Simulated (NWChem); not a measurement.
# BH3 (borane): levels of theory compared

Aim: a comparison of 6 runs (TPSS/def2-TZVPPD, wB97X/STO-3G, B3LYP/6-31G*, r2SCAN/6-31+G*, BLYP/def2-TZVPPD, MP2/def2-TZVPPD) of BH3 (borane). 

Program for the calculation: NWChem 7.3.0.

**1. Starting point**

The species is BH3 (4 atoms), meant as a singlet with charge 0. SMILES: `B`. The shape is that of a PBE0-D4/def2-TZVP optimisation.

Bond lengths: B1–H2 1.193 Å, B1–H3 1.193 Å, B1–H4 1.193 Å. Angles: H2–B1–H3 120.0°, H2–B1–H4 120.0°, H3–B1–H4 120.0°.

**2. Energy and gradient at TPSS/def2-TZVPPD (run 1)**

File run.py:

```python
from ase import Atoms
from ase.calculators.nwchem import NWChem

system = Atoms(['B', 'H', 'H', 'H'], positions=[
    [0.013900, -0.015100, -0.005100],
    [0.982200, 0.381700, 0.568800],
    [-0.276200, -1.171800, 0.043000],
    [-0.664400, 0.744900, -0.626900],
])

calc = NWChem(
    label='struct',
    theory='dft',
    memory='2200 mb',
    basis='def2-TZVPPD',
    basispar='spherical bse',
    dft={'xc': 'xtpss03 ctpss03', 'mult': '1', 'grid': 'xfine', 'convergence': 'energy 1e-08', 'iterations': '100', 'mulliken': None, 'print': 'low'},
)
system.calc = calc

forces = system.get_forces()
e = system.get_potential_energy()
print(f"E = {e:.6f} eV")
print("forces (eV/A):")
for s, f in zip(system.symbols, forces):
    print(f"{s:2s} {f[0]:10.5f} {f[1]:10.5f} {f[2]:10.5f}")
```

On the command line:

```console
$ export ASE_NWCHEM_COMMAND="nwchem PREFIX.nwi > PREFIX.nwo"
$ python run.py
```

Log:

```text
E = -724.554161 eV
forces (eV/A):
B    -0.00000   -0.00015    0.00113
H    -0.01543   -0.00674   -0.00946
H     0.00494    0.01882   -0.00098
H     0.01049   -0.01193    0.00931
```

The calculator wrote struct.nwi:

```
title "struct"

permanent_dir struct

scratch_dir struct

start struct

geometry units angstrom nocenter noautosym noautoz
  B  1.3899999999999999e-02 -1.5100000000000001e-02 -5.1000000000000004e-03
  H  9.8219999999999996e-01 3.8169999999999998e-01 5.6879999999999997e-01
  H  -2.7620000000000000e-01 -1.1718000000000000e+00 4.2999999999999997e-02
  H  -6.6439999999999999e-01 7.4490000000000001e-01 -6.2690000000000001e-01
end

memory 2200 mb

basis spherical bse noprint
   * library def2-TZVPPD
end

dft
  xc xtpss03 ctpss03
  mult 1
  grid xfine
  convergence energy 1e-08
  iterations 100
  mulliken
  print low
end

task dft gradient
```

struct.nwo:

```text
Northwest Computational Chemistry Package (NWChem) 7.3.0
             --------------------------------------------------------

           Job information
           ---------------

    nwchem branch   = 7.3.0
    use scalapack   = T
    input           = struct.nwi
    prefix          = struct.
    data base       = struct/struct.db
    status          = startup
    nproc           =        1

           Memory information
           ------------------

[... 5 lines left out ...]
    hardfail = no
[... 36 lines left out ...]
            Nuclear Dipole moment (a.u.)
[... 71 lines left out ...]
         Total DFT energy =      -26.626874523880
[... 1 line left out ...]
           Coulomb energy =       20.194498022849
[... 1 line left out ...]
 Nuclear repulsion energy =        7.418838772143
[... 27 lines left out ...]
                         DFT ENERGY GRADIENTS

    atom               coordinates                        gradient
                 x          y          z           x          y          z
   1 B       0.026267  -0.028535  -0.009638    0.000000   0.000003  -0.000022
   2 H       1.856089   0.721308   1.074876    0.000300   0.000131   0.000184
   3 H      -0.521942  -2.214381   0.081258   -0.000096  -0.000366   0.000019
   4 H      -1.255534   1.407657  -1.184669   -0.000204   0.000232  -0.000181

 Task  times  cpu:        9.5s     wall:        9.5s
 Total times  cpu:        9.5s     wall:        9.5s
```

Run time: 11 s. Hardware: 1 thread of AMD EPYC 9R45 (Zen 5), shared host; peak memory 0.14 GiB.

**3. Energy and gradient at wB97X/STO-3G (run 2)**

File struct.nw:

```
start struct
title "BH3"
memory stack 880 mb heap 220 mb global 1100 mb

geometry units bohr noautosym nocenter noautoz
 B   0.02626719 -0.02853486 -0.00963760
 H   1.85608900  0.72130846  1.07487622
 H  -0.52194236 -2.21438107  0.08125822
 H  -1.25553404  1.40765699 -1.18466931
end

basis spherical bse
 * library STO-3G
end

dft
 xc wb97x
 grid xfine
 convergence energy 1e-08
 iterations 100
 mulliken
end

task dft gradient
```

On the command line:

```console
$ nwchem struct.nw > struct.out
```

Log:

```text
[...]
          Wavefunction type:  closed shell.
          No. of atoms     :     4
          No. of electrons :     8
[...]
          Charge           :     0
          Spin multiplicity:     1
[...]
          AO basis - number of functions:     8
[...]
              XC Information
              --------------
                       wb97x  Method XC Functional
                     Hartree-Fock (Exact) Exchange  1.000
                         wb97x Exchange Functional  1.000
                      wb97x Correlation Functional  1.000
[...]
 d= 0,ls=0.0,diis     1    -26.2573189239 -3.37D+01  4.83D-02  8.70D-02     0.5
[...]
  Singularity in Pulay matrix. Error and Fock matrices removed.
  Singularity in Pulay matrix. Error and Fock matrices removed.
 d= 0,ls=0.0,diis     6    -26.2785159320 -2.30D-12  2.49D-09  1.61D-16     2.8
         Total DFT energy =      -26.278515932014
      One electron energy =      -49.012779476081
           Coulomb energy =       20.513404312560
    Exchange-Corr. energy =       -5.197979005671
 Nuclear repulsion energy =        7.418838237178
[...]
  wavefunction    = closed shell
[...]
                         DFT ENERGY GRADIENTS
    atom               coordinates                        gradient
                 x          y          z           x          y          z
   1 B       0.026267  -0.028535  -0.009638   -0.000002   0.000002  -0.000029
   2 H       1.856089   0.721308   1.074876    0.009982   0.004100   0.005922
   3 H      -0.521942  -2.214381   0.081258   -0.002997  -0.011931   0.000501
   4 H      -1.255534   1.407657  -1.184669   -0.006983   0.007829  -0.006394
[...]
```

It took 3.9 s on 1 thread of AMD EPYC 9R45 (Zen 5), shared host; peak memory 0.12 GiB.

Runs 3 to 5 aren't shown in full; the table further down has their settings and results.

**4. Energy and forces at MP2/def2-TZVPPD (run 6)**

File bh3.nw:

```
start bh3
title "BH3"
memory 2200 mb
geometry units angstrom noautosym nocenter noautoz
B     0.013900   -0.015100   -0.005100
H     0.982200    0.381700    0.568800
H    -0.276200   -1.171800    0.043000
H    -0.664400    0.744900   -0.626900
end
basis spherical bse
* library def2-TZVPPD
end
scf
thresh 1e-08
maxiter 80
print low
end
mp2
freeze core 1
tight
end
task mp2 gradient
```

On the command line:

```console
$ nwchem bh3.nw > bh3.out
```

Log:

```text
[...]
  functions       =    88
[...]
  wavefunction    = RHF
[...]
         Total SCF energy =    -26.400655885119
      One-electron energy =    -49.015485611689
      Two-electron energy =     15.195990954427
 Nuclear repulsion energy =      7.418838772143
        Time for solution =      3.1s
[...]
          Total MP2 energy           -26.514187282681
[...]
                         mp2 ENERGY GRADIENTS
    atom               coordinates                        gradient
                 x          y          z           x          y          z
   1 B       0.026267  -0.028535  -0.009638    0.000000   0.000002  -0.000023
   2 H       1.856089   0.721308   1.074876    0.002585   0.001068   0.001538
   3 H      -0.521942  -2.214381   0.081258   -0.000781  -0.003095   0.000133
   4 H      -1.255534   1.407657  -1.184669   -0.001804   0.002026  -0.001648
[...]
```

Run time: 9.9 s. Hardware: 1 thread of AMD EPYC 9R45 (Zen 5), shared host; peak memory 0.16 GiB.

**5. Overview of the runs**

```
run                                 level  integration grid  iteration cap  energy (Eh)  largest force (eV/Å)  wall time
  1                      TPSS/def2-TZVPPD             xfine            100   -26.626875                 0.019       11 s
  2                          wB97X/STO-3G             xfine            100   -26.278516                 0.633      3.9 s
  3    B3LYP/6-31G* (spherical functions)             xfine            100   -26.612408                 0.012      2.2 s
  4  r2SCAN/6-31+G* (spherical functions)             xfine            100   -26.575494                 0.068      2.6 s
  5                      BLYP/def2-TZVPPD             xfine            100   -26.591671                 0.007      7.5 s
  6                       MP2/def2-TZVPPD                 –             80   -26.514187                 0.164      9.9 s
```

**6. What came out**

| quantity | value |
| --- | --- |
| run 6: total energy | -26.51419 Eh |
| run 6: dipole moment (of the density that the program reports) | 0.00 D |
| run 6: correlation energy (1 core orbital frozen) | -113.5 mEh |
| run 6: largest force on an atom | 0.164 eV/Å |

In words: Over runs 2, 3, 4, 5 the HOMO–LUMO gap runs from 5.49 eV (BLYP/def2-TZVPPD) to 15.34 eV (wB97X/STO-3G). The two ends differ in method and basis. Totals of different functionals can't be ranked against each other. In run 2 the basis is minimal, so the values are rough. All runs together took 37 s, the longest 11 s.
